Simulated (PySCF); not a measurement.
Species: methyl formate, C₂H₄O₂.
Numbering: `[CH3:1][O:2][CH:3]=[O:4]` (hydrogens: H5, H6, H7 on C1; H8 on C3)

The same species was optimised twice, with GFN2-xTB and with PBE0-D3(BJ)/def2-SVP (PySCF), and the same property calculations (PySCF, gas phase) were run on both structures.

```json
{"coordinate": "O2–C3 (Å)", "GFN2-xTB": "1.321", "PBE0-D3(BJ)/def2-SVP": "1.330", "change": "+0.009"}
{"coordinate": "C3–H8 (Å)", "GFN2-xTB": "1.103", "PBE0-D3(BJ)/def2-SVP": "1.110", "change": "+0.007"}
{"coordinate": "C1–O2 (Å)", "GFN2-xTB": "1.427", "PBE0-D3(BJ)/def2-SVP": "1.420", "change": "-0.007"}
{"coordinate": "C3=O4 (Å)", "GFN2-xTB": "1.195", "PBE0-D3(BJ)/def2-SVP": "1.197", "change": "+0.002"}
{"coordinate": "C1–O2–C3 (°)", "GFN2-xTB": "117.7", "PBE0-D3(BJ)/def2-SVP": "115.9", "change": "-1.8"}
{"coordinate": "O2–C3–O4 (°)", "GFN2-xTB": "127.2", "PBE0-D3(BJ)/def2-SVP": "125.6", "change": "-1.6"}
{"coordinate": "O2–C3–H8 (°)", "GFN2-xTB": "108.3", "PBE0-D3(BJ)/def2-SVP": "109.2", "change": "+0.9"}
{"coordinate": "O4–C3–H8 (°)", "GFN2-xTB": "124.5", "PBE0-D3(BJ)/def2-SVP": "125.2", "change": "+0.7"}
{"coordinate": "C1–O2–C3–O4 (°)", "GFN2-xTB": "0", "PBE0-D3(BJ)/def2-SVP": "0", "change": "0"}
```

Rotational constants: A = 21068, B = 6717, C = 5263 MHz (GFN2-xTB) against A = 20410, B = 6935, C = 5352 MHz (PBE0-D3(BJ)/def2-SVP). Atoms that the bonding makes alike are paired by their places after alignment. End groups have turned between the structures, so H5, H6, H7 are left out of the comparison.

On the GFN2-xTB structure: HOMO (eV) -8.31 [PBE0/pcSseg-1]; LUMO (eV) 0.28 [PBE0/pcSseg-1]; dipole (D) 2.05 [PBE0/pcSseg-1]; GIAO shielding of C1 (ppm) 137.9 [PBE0/pcSseg-1]; GIAO shielding of O2 (ppm) 149.0 [PBE0/pcSseg-1]; GIAO shielding of C3 (ppm) 22.1 [PBE0/pcSseg-1]; GIAO shielding of O4 (ppm) -94.0 [PBE0/pcSseg-1].

Task: What do these properties become on the PBE0-D3(BJ)/def2-SVP structure?

Result: 
| property | level | on GFN2-xTB | on PBE0-D3(BJ)/def2-SVP | change |
| --- | --- | --- | --- | --- |
| HOMO (eV) | PBE0/pcSseg-1 | -8.31 | -8.31 | 0.00 |
| LUMO (eV) | PBE0/pcSseg-1 | 0.28 | 0.16 | -0.12 |
| dipole (D) | PBE0/pcSseg-1 | 2.05 | 1.92 | -0.13 |
| energy, GFN2-xTB geometry as zero (kcal/mol) | PBE0/pcSseg-1 | 0.0 | -0.7 | -0.7 |
| GIAO shielding of C1 (ppm) | PBE0/pcSseg-1 | 137.9 | 133.2 | -4.7 |
| GIAO shielding of O2 (ppm) | PBE0/pcSseg-1 | 149.0 | 139.1 | -9.9 |
| GIAO shielding of C3 (ppm) | PBE0/pcSseg-1 | 22.1 | 19.6 | -2.5 |
| GIAO shielding of O4 (ppm) | PBE0/pcSseg-1 | -94.0 | -119.3 | -25.3 |

The heavy atoms differ by 0.024 Å rms after alignment. Among the bonds compared O2–C3 changes most (+0.009 Å). Changes are differences of the printed values. Neither structure is proved a minimum here.

The values belong to the conformer `[CH3:1][O:2][CH:3]=[O:4]`: C1–O2–C3–O4 0°.
